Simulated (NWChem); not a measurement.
**carbon tetrachloride (CCl4)**

```xyz
5

Cl     1.4595     0.0000    -1.0320
C      0.0000     0.0000     0.0000
Cl    -1.4595     0.0000    -1.0320
Cl     0.0000    -1.4595     1.0320
Cl     0.0000     1.4595     1.0320
```
Charge 0, spin multiplicity 1.

All runs are NWChem calculations. All single points use one geometry, from B3LYP/def2-SVP, a minimum by its harmonic frequencies.

Symmetry labels belong to the abelian group C2v used in the runs, with the axes of the coordinates shown; states degenerate in a higher group split over its labels.

B3LYP has NWChem's definition, with VWN1-RPA local correlation.

Question: List the lowest 6 singlet excitations that TD-B3LYP/def2-SVP, VWN1-RPA local correlation gives, with oscillator strengths.

Answer: 
```tsv
state	symmetry	energy (eV)	wavelength (nm)	f
1	a2	6.11	203	0.000
2	b1	6.11	203	0.000
3	b2	6.11	203	0.000
4	b2	7.09	175	0.012
5	a1	7.09	175	0.012
6	b1	7.09	175	0.012
```
